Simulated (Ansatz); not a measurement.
**Al2H (doublet): from Hartree-Fock to the top rungs at distance Al1–H3 = 1.995 Å, cc-pVDZ**

How much of the correlation energy of Al2H (doublet) does each wave-function method recover here?

Method: cc-pVDZ, core rule «outside noble gas», up to 10 orbitals frozen; program: Ansatz 0.2.0, Gaussian basis.

The runs, in order: UHF; CCSD(T) on ROHF; CCSD(T) on UHF; BCCD(T) on ROHF; CISD; CCSDT(Q) on ROHF; CCSDT(Q) on UHF; CASSCF and MRCISD+Q, 3 electrons in 3 orbitals; CASSCF and NEVPT2, 3 electrons in 3 orbitals; CASSCF and MRCISD+Q, 7 electrons in 9 orbitals; CASSCF and NEVPT2, 7 electrons in 9 orbitals.

15 further runs of the same task are left out: 13 that didn't finish, 2 set aside as unsound or not needed.

## (1) The system

The geometry derives from a PBE0/def2-TZVP stationary point (not a proven minimum). One bond is set to the value named and the two fragments are kept rigid.

3 atoms, charge 0, spin multiplicity 2.

Atoms are counted from 1 here; the program's logs count them from 0.

Bond lengths: Al1–Al2 2.677 Å.

## (2) UHF

File in.yaml:

```yaml
crystal:
  periodic: [false, false, false]
  atoms:
    - {symbol: Al, position_ang: [0.000000, 0.000000, 0.227313]}
    - {symbol: Al, position_ang: [0.000000, 0.000000, -2.449625]}
    - {symbol: H, position_ang: [0.000000, 0.000000, 2.222313]}
basis:
  gaussian: {orbitals: cc-pVDZ}
magnetization: {spin_polarized: true, initial_magnetization: 1}
hamiltonian: {xc: hf}
output: {orbitals: {seedname: orbitals}}
```

Run with:

```console
$ ansatz run in.yaml --threads 1 --pin off --events-out ev --progress --plain --max-ram 2393MiB
```

The runs that follow: CCSD(T) on ROHF; CCSD(T) on UHF; BCCD(T) on ROHF; CISD; CCSDT(Q) on ROHF; CCSDT(Q) on UHF; CASSCF and MRCISD+Q, 3 electrons in 3 orbitals; CASSCF and NEVPT2, 3 electrons in 3 orbitals; CASSCF and MRCISD+Q, 7 electrons in 9 orbitals; CASSCF and NEVPT2, 7 electrons in 9 orbitals.

**Question.** What will the summary of the whole plan be? Wanted: UCCSDT(Q) below the RHF energy; RMP2 from UCCSDT(Q); UMP2 from UCCSDT(Q); RCCSD from UCCSDT(Q); RCCSD(T) from UCCSDT(Q); UCCSD(T) from UCCSDT(Q); RCCSDT(Q) from UCCSDT(Q); NEVPT2 pair from UCCSDT(Q); MRCISD+Q pair from UCCSDT(Q).

**Answer**, as computed:

| quantity | value |
| --- | --- |
| UCCSDT(Q) below the RHF energy | -3.8405 eV |
| RMP2 from UCCSDT(Q) | +1146.5 meV |
| UMP2 from UCCSDT(Q) | +1173.3 meV |
| RCCSD from UCCSDT(Q) | +204.6 meV |
| RCCSD(T) from UCCSDT(Q) | +58.0 meV |
| UCCSD(T) from UCCSDT(Q) | +59.3 meV |
| RCCSDT(Q) from UCCSDT(Q) | +0.1 meV |
| NEVPT2 pair from UCCSDT(Q) | +1084.7 meV |
| MRCISD+Q pair from UCCSDT(Q) | -25.3 meV |
| NEVPT2 valence from UCCSDT(Q) | +523.6 meV |
| levels within 1 kcal/mol (43 meV) | RCCSDT, UCCSDT, RCCSDT(Q), MRCISD+Q pair, MRCISD+Q valence |
| T1 diagnostic | 0.025 |
| effectively unpaired electrons | 1.14 |

RCCSD(T) lands +58.0 meV from the yardstick (1.5 % of the correlation energy). One determinant dominates. Of the multireference levels listed MRCISD+Q valence comes nearest in total energy (+1.6 meV), which doesn't show that its space is the better one. Coupled cluster took another determinant than the lowest Hartree-Fock one. These misses are within one basis, not against nature; the frozen cores of restricted and unrestricted runs differ, which can shift their rows.
